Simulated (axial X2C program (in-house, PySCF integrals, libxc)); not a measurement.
**All-electron X2C curves of ClF⁺**

What are the state, bond length, wavenumber and bond energy of ClF⁺, and what does spin–orbit coupling change?

Program: an in-house X2C program for linear molecules on PySCF integrals. Level of theory: all-electron X2C, Cl dyall-av3z, F dyall-av3z. These are calculated values, not measurements.

### Step 1. The job

task.json

```json
{"zs": [17, 9], "q": 1, "bas": ["dyall-av3z", "dyall-av3z"], "levels": ["PBE0", "HF", "BP86"], "cc": true, "r0": 1.63, "thr": -2.0, "nmax": 90, "npts": 10, "nst": 2, "ntry": 6}
```

Keys: zs atomic numbers; q charge; bas basis sets; levels methods (HF also brings MP2); cc coupled cluster on or off; r0 starting distance in Å; thr threshold in hartree for freezing inner shells (an s shell follows its p shell); nmax most natural virtual spinors; npts points asked for on the curve; nst determinants followed; ntry starts of the search.

The run is started by

```sh
python so2c.py task.json out
```

Spin-free means the one-electron spin-free X2C Hamiltonian; two-component (2c) means X2C with spin–orbit coupling and atomic mean-field two-electron Coulomb and Gaunt terms. Basis: Cl dyall-av3z contracted to [9s8p3d2f], F dyall-av3z contracted to [7s6p3d2f]; Gaussian nuclei, density fitting. Masses: Cl 34.969 u, F 18.998 u.

Notation: σ, π±, δ± give the projection m of an orbital's angular momentum (0, ±1, ±2), α and β its spin, Λ and M_S the sums; ω is the projection of a spinor's total angular momentum and Ω the sum. Logs are in hartree.

The results follow Hamiltonian by Hamiltonian and level by level.

### Step 2. Which state to follow

PBE0 moves the distance from 1.630 Å to 1.539 Å and compares determinants there.

Spin-free determinants:

```tsv
ΔE (eV)	state	open shells
0.00	M_S = 1/2, Λ = 1	beyond closed shells: π+α, π+β, π-α
3.32	M_S = 3/2, Λ = 0	beyond closed shells: σα, π+α, π-α
4.18	M_S = 1/2, Λ = 0	beyond closed shells: σβ, π+α, π-α
4.83	M_S = 1/2, Λ = 2	beyond closed shells: σα, π+α, π+β
4.83	M_S = 1/2, Λ = 0	beyond closed shells: σα, π+β, π-α
```

Two-component determinants:

```csv
ΔE (eV),state,open shells
0.00,Ω = 3/2,excess of +ω over −ω: ω = 3/2
0.08,Ω = 1/2,excess of +ω over −ω: ω = 1/2
4.22,Ω = 1/2,"excess of +ω over −ω: 2 × ω = -1/2, ω = 3/2"
4.79,Ω = 1/2,excess of +ω over −ω: ω = 1/2
4.87,Ω = 5/2,"excess of +ω over −ω: 2 × ω = 1/2, ω = 3/2"
```

### Step 3. PBE0, spin-free

State followed: M_S = 1/2, Λ = 1 (beyond closed shells: π+α, π+β, π-α). The scan is laid around 1.539 Å, a first estimate of the minimum, and this SCF restarts from the orbitals of the search.

Output at 1.539 Å:

```text
spin-free X2C-1e  PBE0
basis functions 116  fitting functions 582  grid points 4352
iter        total energy     max residual
   1       -560.837718792     2.02e-05
   2       -560.837718794     2.59e-05
   3       -560.837718802     8.67e-06
   4       -560.837718804     3.30e-06
converged
one-electron -870.65118782  Coulomb 295.40903466  exact exchange -9.33123600  xc functional -28.87259038  nuclear repulsion 52.60826073
```

Along the bond, energies from the lowest point:

```
R (Å)  E (eV)  μ (D)  HOMO (eV)  LUMO (eV)  iterations
1.339  1.2370  -1.02     -17.92     -14.92          10
1.401  0.5095  -1.26     -18.21     -15.22          10
1.447  0.1994  -1.42     -18.40     -15.42          10
1.493  0.0412  -1.57     -18.57     -15.60          10
1.539  0.0000  -1.70     -18.72     -15.76           4
1.593  0.0642  -1.84     -18.88     -15.93          11
1.647  0.2173  -1.97     -19.02     -16.09          11
1.716  0.5048  -2.11     -19.17     -16.25          13
1.801  0.9395  -2.27     -19.32     -16.42          14
1.924  1.6333  -2.48     -19.45     -16.54          15
```

Dipoles are positive if F is the positive end and refer to the centre of mass.

Outer orbitals at the reference distance:

| symmetry | occupied | ε (eV) | atomic character |
| --- | --- | --- | --- |
| σα | yes | -34.17 | 61% Cl s, 19% F p, 12% F s |
| σβ | yes | -33.00 | 59% Cl s, 21% F p, 12% F s |
| σα | yes | -25.55 | 53% F p, 31% Cl p, 9% Cl s |
| σβ | yes | -25.14 | 51% F p, 31% Cl p, 11% Cl s |
| π+α | yes | -24.55 | 70% F p, 24% Cl p, 2% Cl d |
| π-α | yes | -24.55 | 70% F p, 24% Cl p, 2% Cl d |
| π+β | yes | -23.93 | 73% F p, 21% Cl p, 3% Cl d |
| π-β | yes | -23.16 | 73% F p, 20% Cl p, 3% Cl d |
| π+α | yes | -19.77 | 67% Cl p, 24% F p, 4% F d |
| π-α | yes | -19.77 | 67% Cl p, 24% F p, 4% F d |
| π+β | yes | -18.72 | 70% Cl p, 21% F p, 4% F d |
| π-β | no | -15.76 | 70% Cl p, 20% F p, 4% F d |
| σα | no | -11.83 | 48% Cl p, 23% F p, 17% Cl d |
| σβ | no | -11.39 | 47% Cl p, 22% F p, 17% Cl d |
| σα | no | -4.84 | 77% Cl s, 12% F s, 3% F d |

PBE0 fields in the half plane through the axis: z from -2.4 to 3.9 Å across, distance from the axis 0.15 to 2.25 Å upwards; Cl lies at z = 0 and F at z = 1.539 Å; the ELF is damped to zero where the density is low.

log10 density (e/bohr³). Ten even steps from ' ' (-7.02 ) to '@' (1.28 ):
```
....::::--------==------------::::::....    
..::::----================--------::::....  
::::----====++++++++++============----::....
::----==++++++******++++++++++++====--::::..
::--====++********************++++====--::..
::--==++++**##########**######****++==--::::
::--==++****####%%########%%%%##**++==----::
::--==++**####%%@@%%####%%@@%%##**++==----::
```

ELF. Ten even steps from '0' (0.00 ) to '9' (0.93 ):
```
0000000000000000000000
0000001110000000000000
0000024553000000000000
0000147886200111000000
0000369998312454100000
0000379998526887310000
0000378412658998510000
0000365484476268510000
```

Re = 1.535 Å, ωe = 975 cm⁻¹, ωexe = 4.53 cm⁻¹, Be = 0.5812 cm⁻¹, De = 2.97 eV, μ = -1.69 D.

### Step 4. HF, spin-free

The SCF at the reference distance of 1.539 Å:

```text
spin-free X2C-1e  HF
basis functions 116  fitting functions 582  grid points 4352
iter        total energy     max residual
   1       -559.958836423     9.09e-02
   2       -559.976857362     1.06e-02
   3       -559.978644078     1.12e-02
   4       -559.979386253     4.73e-03
   5       -559.979923018     4.77e-03
   6       -559.980333789     2.64e-03
   7       -559.980423235     4.65e-04
   8       -559.980426093     1.37e-04
   9       -559.980426825     8.75e-05
  10       -559.980427331     5.44e-05
  11       -559.980427647     1.10e-05
  12       -559.980427658     2.99e-06
  13       -559.980427659     8.55e-07
converged
one-electron -870.36313012  Coulomb 295.17534946  exact exchange -37.40090774  xc functional 0.00000000  nuclear repulsion 52.60826073
```

No constants are quoted: the points don't follow one smooth fit.

### Step 5. BP86, spin-free

The SCF at the reference distance of 1.539 Å:

```text
spin-free X2C-1e  BP86
basis functions 116  fitting functions 582  grid points 4352
iter        total energy     max residual
   1       -561.140425709     4.15e-02
   2       -561.140970306     1.63e-02
   3       -561.122931899     4.78e-02
   4       -561.143225512     3.35e-03
   5       -561.143329914     3.18e-04
   6       -561.143330761     1.09e-04
   7       -561.143330919     2.29e-05
   8       -561.143330924     2.51e-06
   9       -561.143330924     7.54e-07
converged
one-electron -870.74198442  Coulomb 295.49746634  exact exchange 0.00000000  xc functional -38.50707357  nuclear repulsion 52.60826073
```

Re = 1.572 Å, ωe = 882 cm⁻¹, ωexe = 4.47 cm⁻¹, Be = 0.5538 cm⁻¹, De = 3.61 eV, μ = -1.57 D.

### Step 6. Correlated methods, spin-free

Correlated methods: 13 electrons correlated (frozen shells, counted by type: Cl 2 s, 1 p; F 1 s), 195 virtual spinors in MP2, 90 natural virtuals in coupled cluster.

Output of the correlated part at 1.539 Å:

```text
correlated 13  virtual 195  natural virtual 90  E(MP2) -0.438709535  MP2 remainder -0.017282526
iter   CCSD correlation   residual
   1     -0.424877885   1.33e-01
   2     -0.436711544   5.87e-02
   3     -0.440846308   2.58e-02
   4     -0.441049082   1.24e-02
   5     -0.441473743   7.35e-03
   6     -0.441527486   2.48e-03
   7     -0.441541071   6.53e-04
   8     -0.441550090   2.44e-04
   9     -0.441544236   9.92e-05
  10     -0.441545653   3.37e-05
  11     -0.441544758   1.40e-05
  12     -0.441544895   6.33e-06
  13     -0.441544880   2.97e-06
(T) -0.017026767  T1 0.0370  D1 0.1238  max T2 0.093
```

T1 in the output is the amplitude norm over the root of the electron number; divide by √2 for the Lee–Taylor value.

MP2: No constants are quoted: the points don't follow one smooth fit.

CCSD: Re = 1.540 Å, ωe = 939 cm⁻¹, Be = 0.5776 cm⁻¹, De = 2.46 eV. T1 at Re = 0.026 (Lee–Taylor, the printed value over √2).

CCSD(T): Re = 1.550 Å, ωe = 925 cm⁻¹, Be = 0.5701 cm⁻¹, De = 2.69 eV. T1 at Re = 0.027 (Lee–Taylor, the printed value over √2).

### Step 7. The spin-free curves together

Energy (eV) of the followed determinant, spin-free, from each level's lowest point:

```
R (Å)   PBE0     HF    MP2   CCSD  CCSD(T)   BP86
1.339  1.237  0.915  1.258    n/a      n/a  1.549
1.401  0.509  0.305  0.515  0.526    0.583  0.730
1.447  0.199  0.079  0.198  0.212    0.250  0.350
1.493  0.041  0.000  0.038  0.049    0.068  0.123
1.539  0.000  0.031  0.000  0.000    0.000  0.014
1.593  0.064  0.168  0.073  0.051    0.030  0.000
1.647  0.217  0.376  0.266  0.184    0.148  0.077
1.716  0.505  0.740  0.648  0.445    0.378  0.272
1.801  0.939  1.218  0.989    n/a      n/a  0.601
1.924  1.633  1.963  1.645    n/a      n/a  1.169
```

### Step 8. PBE0, 2c

State followed: Ω = 3/2 (excess of +ω over −ω: ω = 3/2). The scan is laid around 1.539 Å, a first estimate of the minimum, and this SCF restarts from the orbitals of the search.

The SCF at the reference distance of 1.539 Å:

```text
two-component X2C + atomic mean field  PBE0
basis functions 116  fitting functions 582  grid points 4352
iter        total energy     max residual
   1       -560.757370909     5.52e-06
   2       -560.757370911     1.09e-05
converged
one-electron -870.44377489  Coulomb 295.35712182  exact exchange -9.32951104  xc functional -28.86701917  nuclear repulsion 52.60826073  atomic mean-field constant -0.08244837
```

Along the bond, energies from the lowest point:

```
R (Å)  E (eV)  μ (D)  HOMO (eV)  LUMO (eV)  iterations
1.339  1.2393  -1.02     -17.96     -14.87          10
1.401  0.5110  -1.26     -18.24     -15.17          10
1.447  0.2003  -1.42     -18.43     -15.37          10
1.493  0.0417  -1.57     -18.60     -15.55          10
1.539  0.0000  -1.70     -18.75     -15.72           2
1.593  0.0638  -1.85     -18.91     -15.89          11
1.647  0.2164  -1.97     -19.05     -16.04          11
1.716  0.5034  -2.12     -19.20     -16.21          13
1.801  0.9374  -2.28     -19.35     -16.37          14
1.924  1.6303  -2.49     -19.48     -16.50          15
```

Dipoles are positive if F is the positive end and refer to the centre of mass.

Outer spinors at the reference distance:

| ω | occupied | ε (eV) | atomic character | λ mixture |
| --- | --- | --- | --- | --- |
| 1/2 | yes | -34.16 | 61% Cl s, 19% F p, 12% F s | 100% σ |
| -1/2 | yes | -32.99 | 59% Cl s, 21% F p, 12% F s | 100% σ |
| 1/2 | yes | -25.54 | 53% F p, 31% Cl p, 9% Cl s | 100% σ |
| -1/2 | yes | -25.13 | 51% F p, 31% Cl p, 11% Cl s | 100% σ |
| -1/2 | yes | -24.56 | 70% F p, 25% Cl p, 2% Cl d | 100% π |
| 3/2 | yes | -24.52 | 70% F p, 24% Cl p, 2% Cl d | 100% π |
| 1/2 | yes | -23.94 | 73% F p, 22% Cl p, 3% Cl d | 100% π |
| -3/2 | yes | -23.14 | 73% F p, 20% Cl p, 3% Cl d | 100% π |
| -1/2 | yes | -19.80 | 67% Cl p, 24% F p, 4% F d | 100% π |
| 3/2 | yes | -19.72 | 67% Cl p, 24% F p, 4% F d | 100% π |
| 1/2 | yes | -18.75 | 70% Cl p, 21% F p, 4% F d | 100% π |
| -3/2 | no | -15.72 | 71% Cl p, 20% F p, 4% F d | 100% π |
| 1/2 | no | -11.82 | 48% Cl p, 23% F p, 17% Cl d | 100% σ |
| -1/2 | no | -11.38 | 47% Cl p, 22% F p, 17% Cl d | 100% σ |
| 1/2 | no | -4.84 | 77% Cl s, 12% F s, 3% F d | 100% σ |

PBE0 fields in the half plane through the axis: z from -2.4 to 3.9 Å across, distance from the axis 0.15 to 2.25 Å upwards; Cl lies at z = 0 and F at z = 1.539 Å; the ELF is damped to zero where the density is low.

log10 density (e/bohr³). Ten even steps from '0' (-7.02 ) to '9' (1.28 ):
```
1122333343333332221100
1223344444444333322110
2233445555544444433211
2334555666555555443221
2344566666666665544321
2345567777767776654322
2345667787777887654332
2345677898778987654332
```

ELF. Ten even steps from '0' (0.00 ) to '9' (0.93 ):
```
0000000000000000000000
0000001110000000000000
0000024553000000000000
0000147886200111000000
0000369998312454100000
0000379998526887310000
0000378412658998510000
0000365484476268510000
```

Re = 1.535 Å, ωe = 974 cm⁻¹, ωexe = 4.54 cm⁻¹, Be = 0.581 cm⁻¹, De = 3.00 eV, μ = -1.69 D.

### Step 9. HF, 2c

Output at 1.539 Å:

```text
two-component X2C + atomic mean field  HF
basis functions 116  fitting functions 582  grid points 4352
iter        total energy     max residual
   1       -559.878884878     9.08e-02
   2       -559.896889296     1.06e-02
   3       -559.898666037     1.11e-02
   4       -559.899400501     4.70e-03
   5       -559.899928531     4.72e-03
   6       -559.900327924     2.60e-03
   7       -559.900413974     4.57e-04
   8       -559.900416736     1.32e-04
   9       -559.900417427     8.49e-05
  10       -559.900417902     5.27e-05
  11       -559.900418200     1.09e-05
  12       -559.900418211     2.90e-06
  13       -559.900418211     8.23e-07
converged
one-electron -870.15667677  Coulomb 295.12424106  exact exchange -37.39379487  xc functional 0.00000000  nuclear repulsion 52.60826073  atomic mean-field constant -0.08244837
```

No constants are quoted: the points don't follow one smooth fit.

### Step 10. BP86, 2c

The SCF at the reference distance of 1.539 Å:

```text
two-component X2C + atomic mean field  BP86
basis functions 116  fitting functions 582  grid points 4352
iter        total energy     max residual
   1       -561.059879516     4.14e-02
   2       -561.060453970     1.62e-02
   3       -561.042714963     4.74e-02
   4       -561.062679003     3.33e-03
   5       -561.062781878     3.19e-04
   6       -561.062782729     1.08e-04
   7       -561.062782885     2.28e-05
   8       -561.062782890     2.51e-06
   9       -561.062782890     7.47e-07
converged
one-electron -870.53414324  Coulomb 295.44510294  exact exchange 0.00000000  xc functional -38.49955495  nuclear repulsion 52.60826073  atomic mean-field constant -0.08244837
```

Re = 1.573 Å, ωe = 882 cm⁻¹, ωexe = 4.47 cm⁻¹, Be = 0.5537 cm⁻¹, De = 3.65 eV, μ = -1.57 D.

### Step 11. Correlated methods, 2c

Correlated methods: 13 electrons correlated (frozen shells, counted by type: Cl 2 s, 1 p; F 1 s), 195 virtual spinors in MP2, 90 natural virtuals in coupled cluster.

Output of the correlated part at 1.539 Å:

```text
correlated 13  virtual 195  natural virtual 90  E(MP2) -0.438576690  MP2 remainder -0.017272705
iter   CCSD correlation   residual
   1     -0.424794205   1.33e-01
   2     -0.436607177   5.85e-02
   3     -0.440723520   2.57e-02
   4     -0.440922052   1.23e-02
   5     -0.441340079   7.28e-03
   6     -0.441392813   2.46e-03
   7     -0.441406068   6.47e-04
   8     -0.441414965   2.41e-04
   9     -0.441409170   9.83e-05
  10     -0.441410565   3.36e-05
  11     -0.441409674   1.41e-05
  12     -0.441409813   6.52e-06
  13     -0.441409798   3.15e-06
(T) -0.017000141  T1 0.0368  D1 0.1228  max T2 0.093
```

MP2: No constants are quoted: the points don't follow one smooth fit.

CCSD: Re = 1.540 Å, ωe = 939 cm⁻¹, Be = 0.5774 cm⁻¹, De = 2.46 eV. T1 at Re = 0.026 (Lee–Taylor, the printed value over √2).

CCSD(T): Re = 1.550 Å, ωe = 925 cm⁻¹, Be = 0.57 cm⁻¹, De = 2.68 eV. T1 at Re = 0.027 (Lee–Taylor, the printed value over √2).

### Step 12. A higher determinant, 2c

State: Ω = 1/2 (excess of +ω over −ω: ω = 1/2).

Output at the reference distance:

```text
two-component X2C + atomic mean field  PBE0
basis functions 116  fitting functions 582  grid points 4352
iter        total energy     max residual
   1       -560.754436209     1.88e-05
   2       -560.754436213     4.42e-05
   3       -560.754436227     6.51e-06
   4       -560.754436229     2.84e-06
converged
one-electron -870.42838545  Coulomb 295.34366667  exact exchange -9.32918737  xc functional -28.86634245  nuclear repulsion 52.60826073  atomic mean-field constant -0.08244837
```

```
R (Å)  E above the lowest PBE0 point (eV)
1.339                               1.318
1.401                               0.590
1.447                               0.280
1.493                               0.121
1.539                               0.080
1.593                               0.144
1.647                               0.296
1.716                               0.584
1.801                               1.018
```

Re = 1.535 Å, ωe = 974 cm⁻¹, ωexe = 4.53 cm⁻¹, Be = 0.581 cm⁻¹, μ = -1.68 D. Te = 0.08 eV.

### Step 13. The 2c curves together

Energy (eV) of the followed determinant, 2c, from each level's lowest point:

```
R (Å)   PBE0     HF    MP2   CCSD  CCSD(T)   BP86
1.339  1.239  0.918  1.262    n/a      n/a  1.551
1.401  0.511  0.306  0.517  0.528    0.585  0.731
1.447  0.200  0.080  0.200  0.213    0.251  0.351
1.493  0.042  0.000  0.039  0.049    0.068  0.124
1.539  0.000  0.031  0.000  0.000    0.000  0.014
1.593  0.064  0.167  0.072  0.050    0.030  0.000
1.647  0.216  0.375  0.263  0.183    0.147  0.077
1.716  0.503  0.738  0.643  0.444    0.376  0.271
1.801  0.937  1.216  0.985    n/a      n/a  0.600
1.924  1.630  1.962  1.646    n/a      n/a  1.168
```

The whole job took 1.7 min on 1 thread of Arm Neoverse V1, shared host.

### Step 14. What came out

Lowest determinant that the search found at its distance, spin-free: M_S = 1/2, Λ = 1 (beyond closed shells: π+α, π+β, π-α).

Lowest determinant that the search found at its distance, 2c: Ω = 3/2 (excess of +ω over −ω: ω = 3/2).

```json
{"Hamiltonian": "spin-free", "level": "PBE0", "Re (Å)": "1.535", "ωe (cm⁻¹)": "975", "De (eV)": "2.97", "μ (D)": "-1.69"}
{"Hamiltonian": "spin-free", "level": "CCSD", "Re (Å)": "1.540", "ωe (cm⁻¹)": "939", "De (eV)": "2.46", "μ (D)": "n/a"}
{"Hamiltonian": "spin-free", "level": "CCSD(T)", "Re (Å)": "1.550", "ωe (cm⁻¹)": "925", "De (eV)": "2.69", "μ (D)": "n/a"}
{"Hamiltonian": "spin-free", "level": "BP86", "Re (Å)": "1.572", "ωe (cm⁻¹)": "882", "De (eV)": "3.61", "μ (D)": "-1.57"}
{"Hamiltonian": "2c", "level": "PBE0", "Re (Å)": "1.535", "ωe (cm⁻¹)": "974", "De (eV)": "3.00", "μ (D)": "-1.69"}
{"Hamiltonian": "2c", "level": "CCSD", "Re (Å)": "1.540", "ωe (cm⁻¹)": "939", "De (eV)": "2.46", "μ (D)": "n/a"}
{"Hamiltonian": "2c", "level": "CCSD(T)", "Re (Å)": "1.550", "ωe (cm⁻¹)": "925", "De (eV)": "2.68", "μ (D)": "n/a"}
{"Hamiltonian": "2c", "level": "BP86", "Re (Å)": "1.573", "ωe (cm⁻¹)": "882", "De (eV)": "3.65", "μ (D)": "-1.57"}
```

Dipoles are positive if F is the positive end and refer to the centre of mass. No constants: spin-free HF (the points don't follow one smooth fit); spin-free MP2 (the points don't follow one smooth fit); 2c HF (the points don't follow one smooth fit); 2c MP2 (the points don't follow one smooth fit).

Time per point (s) on 1 thread of Arm Neoverse V1, shared host (2c runs; CCSD comes with the CCSD(T) run); the times are rough: PBE0 0.21, CCSD(T) 5.2, BP86 0.15.

In words: At CCSD(T), going from spin-free to two-component changes Re by 0 mÅ, ωe by -0.1 %, which is small (part of it comes from the scalar share of the two-electron terms). De moves by -0.02 eV; both De rest on single-determinant atoms, which can miss part of an open shell's spin–orbit lowering.

De refers to Cl+ + F, each in the lowest determinant found, which need not be this curve's own limit. Each curve is one determinant whose occupation by symmetry is held fixed; it was picked as the lowest of a PBE0 search that is not exhaustive. De is counted from the lowest determinant-based energies of the atoms at the same level, without counterpoise correction. Density functionals use the spin component along the axis (collinear). Coupled cluster ran in a truncated set of natural virtual spinors; the MP2 energy of the rest was added. T1 at Re is 0.027 (Lee–Taylor), above the customary mark of 0.02.
